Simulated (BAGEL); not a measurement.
# B3LYP/def2-SVPD (density fitting with qzvpp-jkfit) run of SiPH5F+ (SMILES F[SiH2][PH3+])

What is the energy change on altering one bond length of SiPH5F+ at B3LYP/def2-SVPD (density fitting with qzvpp-jkfit)? 

The results are computed with BAGEL 1.2.2.

2 further runs of the same task are left out: 1 that didn't finish, 1 set aside as unsound or not needed.

## (1) The system as given

The species is SiPH5F+ (8 atoms), meant as a singlet with charge +1. As SMILES, `F[SiH2][PH3+]`. The coordinates come from a GFN2-xTB relaxation.

Bond lengths: F1–Si2 1.586 Å, Si2–P3 2.356 Å, Si2–H4 1.449 Å, Si2–H5 1.449 Å, P3–H6 1.378 Å, P3–H7 1.376 Å, P3–H8 1.378 Å. Some angles: F1–Si2–P3 98.5°, F1–Si2–H4 109.4°, F1–Si2–H5 109.5°, P3–Si2–H4 104.5°, P3–Si2–H5 104.6°, Si2–P3–H6 117.4°, Si2–P3–H7 115.8°, Si2–P3–H8 117.2°, H4–Si2–H5 126.5°, H6–P3–H7 101.4°.

## (2) The energy at B3LYP/def2-SVPD (density fitting with qzvpp-jkfit)

The input, input.json:

```json
{ "bagel" : [

{
  "title" : "molecule",
  "basis" : "def2-svpd.json",
  "df_basis" : "qzvpp-jkfit",
  "angstrom" : "true",
  "geometry" : [
    { "atom" : "F", "xyz" : [      -1.676460,       1.335290,      -0.121770 ] },
    { "atom" : "Si", "xyz" : [      -0.534500,       0.647880,      -0.981780 ] },
    { "atom" : "P", "xyz" : [       0.511240,      -0.571550,       0.741360 ] },
    { "atom" : "H", "xyz" : [      -1.120430,      -0.364300,      -1.837800 ] },
    { "atom" : "H", "xyz" : [       0.444450,       1.642860,      -1.370230 ] },
    { "atom" : "H", "xyz" : [       1.041920,       0.144780,       1.792720 ] },
    { "atom" : "H", "xyz" : [       1.590120,      -1.337250,       0.363260 ] },
    { "atom" : "H", "xyz" : [      -0.256330,      -1.497690,       1.414240 ] }
  ]
},

{ "title" : "ks", "xc_func" : "b3lyp", "charge" : 1 },

{ "title" : "print", "file" : "orbitals.molden", "orbitals" : "true" }

]}
```

The basis set def2-SVPD is read from a file made from the Basis Set Exchange's data (not shown).

Command:

```sh
$ BAGEL_NUM_THREADS=1 BAGEL input.json > input.out
```

The log of the run:

```text
* using 1 threads per process

  ===============================================================
  ===============================================================

  *** Geometry ***

  { "atom" : "F", "xyz" : [     -3.168050,      2.523332,     -0.230112 ] },
  { "atom" : "Si", "xyz" : [     -1.010059,      1.224316,     -1.855295 ] },
  { "atom" : "P", "xyz" : [      0.966104,     -1.080073,      1.400967 ] },
  { "atom" : "H", "xyz" : [     -2.117306,     -0.688427,     -3.472939 ] },
  { "atom" : "H", "xyz" : [      0.839889,      3.104555,     -2.589359 ] },
  { "atom" : "H", "xyz" : [      1.968943,      0.273595,      3.387750 ] },
  { "atom" : "H", "xyz" : [      3.004891,     -2.527036,      0.686462 ] },
  { "atom" : "H", "xyz" : [     -0.484393,     -2.830224,      2.672526 ] },

  Number of auxiliary basis functions:      423

  Since a DF basis is specified, we compute 2- and 3-index integrals:
    o Being stored without compression. Storage requirement is 0.042 GB

  Number of basis functions:      111
  Number of electrons      :       43

    * METHOD: MOLECULE                             0.17

  *** Kohn-Sham DFT ***

    * Removing 12539 points whose weight is below 1.00e-10
    * Grid points: 106709

  === Nuclear Repulsion ===
   161.8529350609

       - DIIS with orbital gradients will be used.

  === KS iteration (b3lyp / def2-svpd.json) ===
      0       -713.01918645          0.08055559           0.41
      1       -701.44470096          0.10644356           0.40
      2       -677.01921949          0.24290467           0.41
      3       -721.63028792          0.09148520           0.40
      4       -731.56281856          0.04842619           0.41
      5       -732.80028420          0.02572111           0.40
      6       -732.98831821          0.01937962           0.40
      7       -733.15592116          0.01217493           0.41
      8       -733.22866727          0.00255133           0.40
      9       -733.23226632          0.00027953           0.39
     10       -733.23230698          0.00007078           0.39
     11       -733.23230993          0.00000989           0.39
     12       -733.23230998          0.00000314           0.40
     13       -733.23230998          0.00000060           0.39
     14       -733.23230998          0.00000015           0.40
     15       -733.23230998          0.00000005           0.40
     16       -733.23230998          0.00000001           0.41
     17       -733.23230998          0.00000000           0.41
    * SCF iteration converged.

    * Permanent dipole moment:
           (   -1.323871,     1.061578,    -0.134840) a.u.

    * METHOD: KS                                   7.74

    * METHOD: PRINT                                0.02

  ===============================================================
```

It took 8.1 s on 1 thread of Arm Neoverse V2, shared host; peak memory 0.53 GiB.

## (3) The distorted shape at the same level

The input, input.json:

```json
{ "bagel": [

{
  "title": "molecule",
  "basis": "def2-svpd.json",
  "df_basis": "qzvpp-jkfit",
  "angstrom": true,
  "geometry": [
    { "atom": "F", "xyz": [      -1.756058,       1.227846,      -0.279466 ] },
    { "atom": "Si", "xyz": [      -0.614098,       0.540436,      -1.139476 ] },
    { "atom": "P", "xyz": [       0.431642,      -0.678994,       0.583664 ] },
    { "atom": "H", "xyz": [      -1.200028,      -0.471744,      -1.995496 ] },
    { "atom": "H", "xyz": [       0.364852,       1.535416,      -1.527926 ] },
    { "atom": "H", "xyz": [       1.041920,       0.144780,       1.792720 ] },
    { "atom": "H", "xyz": [       1.510522,      -1.444694,       0.205564 ] },
    { "atom": "H", "xyz": [      -0.335928,      -1.605134,       1.256544 ] }
  ]
},

{ "title": "ks", "xc_func": "b3lyp", "charge": 1 },

{ "title": "print", "file": "orbitals.molden", "orbitals": true }

]}
```

The basis set def2-SVPD is read from a file made from the Basis Set Exchange's data (not shown).

Command:

```sh
$ BAGEL_NUM_THREADS=1 BAGEL input.json > input.out
```

The log of the run:

```text
* using 1 threads per process

  ===============================================================
  ===============================================================

  *** Geometry ***

  { "atom" : "F", "xyz" : [     -3.318469,      2.320293,     -0.528114 ] },
  { "atom" : "Si", "xyz" : [     -1.160477,      1.021276,     -2.153298 ] },
  { "atom" : "P", "xyz" : [      0.815685,     -1.283113,      1.102965 ] },
  { "atom" : "H", "xyz" : [     -2.267724,     -0.891467,     -3.770941 ] },
  { "atom" : "H", "xyz" : [      0.689470,      2.901516,     -2.887362 ] },
  { "atom" : "H", "xyz" : [      1.968943,      0.273595,      3.387750 ] },
  { "atom" : "H", "xyz" : [      2.854473,     -2.730076,      0.388460 ] },
  { "atom" : "H", "xyz" : [     -0.634812,     -3.033264,      2.374524 ] },

  Number of auxiliary basis functions:      423

  Since a DF basis is specified, we compute 2- and 3-index integrals:
    o Being stored without compression. Storage requirement is 0.042 GB

  Number of basis functions:      111
  Number of electrons      :       43

    * METHOD: MOLECULE                             0.17

  *** Kohn-Sham DFT ***

    * Removing 12345 points whose weight is below 1.00e-10
    * Grid points: 106903

  === Nuclear Repulsion ===
   160.9057670109

       - DIIS with orbital gradients will be used.

  === KS iteration (b3lyp / def2-svpd.json) ===
      0       -713.10843683          0.08032974           0.41
      1       -701.34914999          0.10445397           0.41
      2       -677.54867187          0.24412869           0.41
      3       -721.17679244          0.09189448           0.41
      4       -731.43223736          0.05006693           0.40
      5       -732.67077107          0.02875011           0.41
      6       -732.90690126          0.02202889           0.41
      7       -733.11301628          0.01475680           0.41
      8       -733.21873921          0.00295045           0.40
      9       -733.22356546          0.00038597           0.40
     10       -733.22364234          0.00008928           0.41
     11       -733.22364701          0.00001238           0.40
     12       -733.22364708          0.00000455           0.41
     13       -733.22364709          0.00000070           0.40
     14       -733.22364709          0.00000018           0.40
     15       -733.22364709          0.00000006           0.41
     16       -733.22364709          0.00000002           0.41
     17       -733.22364709          0.00000001           0.41
    * SCF iteration converged.

    * Permanent dipole moment:
           (   -1.342550,     1.047371,    -0.172444) a.u.

    * METHOD: KS                                   7.83

    * METHOD: PRINT                                0.02

  ===============================================================
```

It took 8.4 s on 1 thread of Arm Neoverse V2, shared host; peak memory 0.53 GiB.

## (4) Outcome

Level: B3LYP/def2-SVPD (density fitting with qzvpp-jkfit).

```
                                                         quantity          value
                                        first shape: total energy  -733.23231 Eh
                                         first shape: HOMO energy      -15.36 eV
                                         first shape: LUMO energy       -6.61 eV
                                       first shape: HOMO–LUMO gap        8.75 eV
                                    distorted shape: total energy  -733.22365 Eh
                                     distorted shape: HOMO energy      -15.29 eV
                                     distorted shape: LUMO energy       -6.85 eV
                                   distorted shape: HOMO–LUMO gap        8.44 eV
energy change with the P3–H6 bond stretched from 1.378 to 1.585 Å       0.236 eV
```

What this shows: With the P3–H6 bond stretched from 1.378 to 1.585 Å the energy rises by 0.24 eV (5.4 kcal/mol). The first shape isn't relaxed at this level, so the change isn't measured from a minimum.
